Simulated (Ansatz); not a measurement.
A nudged elastic band was laid between two geometries of BClH₂ (4 atoms, charge 0, multiplicity 1).

Level of theory: Ansatz, RHF/cc-pVDZ.

```
movable images  : 5
climbing image  : yes
spring          : 5.0 eV/Å²
optimiser       : quadratic models (default)
start path      : through a guess of the saddle point
force threshold : 0.05 eV/Å
iteration limit : 60
end points      : relaxed
```

First end point:

```xyz
4
Properties=species:S:1:pos:R:3
B 0.349 0.000 0.066
Cl 0.731 0.000 1.786
H 1.253 0.000 -0.710
H -0.797 0.000 -0.255
```

Last end point:

```xyz
4
Properties=species:S:1:pos:R:3
B -0.579 0.000 -0.605
Cl 2.310 0.000 1.858
H 1.329 0.000 1.020
H -1.524 0.000 -1.386
```

(1) What changes between the two ends?

(2) Give the energies along the band, and the barrier.

(3) What is the geometry of the highest image?

Results:

(1) Bonds broken: B1–Cl2, B1–H3. Bonds formed: Cl2–H3. BClH2 becomes BH + ClH.

(2) The forces met the threshold. The highest image is number 3 of 0 to 6, 4.66 eV above the first end and 0.48 eV above the last; the last end lies 4.17 eV above the first. Neighbouring images differ by up to 2.5 eV, so the band resolves the path poorly. A vibrational analysis at the climbing image gives one clearly imaginary mode, 1136i cm⁻¹: a first-order saddle point. The orbitals stay closed-shell, which can raise the energy where a bond breaks towards radicals; this wasn't checked here.

```csv
image,path coordinate (Å),energy (eV),B1–Cl2 (Å),B1–H3 (Å),Cl2–H3 (Å)
0,0.00,0.00,1.76,1.19,2.55
1,0.47,0.99,1.90,1.15,2.15
2,0.94,3.49,2.30,1.18,1.86
3,1.41,4.66,2.62,1.47,1.48
4,2.13,4.31,3.25,2.31,1.29
5,2.84,4.23,3.60,2.44,1.29
6,3.56,4.17,3.80,2.51,1.29
```

(3) 
```xyz
4
Properties=species:S:1:pos:R:3:forces:R:3
B 0.068 0.000 -0.614 -0.01 0.00 0.00
Cl 1.299 0.000 1.693 0.00 0.00 0.01
H 1.287 0.000 0.214 0.00 0.00 -0.01
H -1.118 0.000 -0.406 0.01 0.00 0.00
```

The run took 23 s on 1 thread of Arm Neoverse V2 (shared host), peak memory 0.078 GiB.
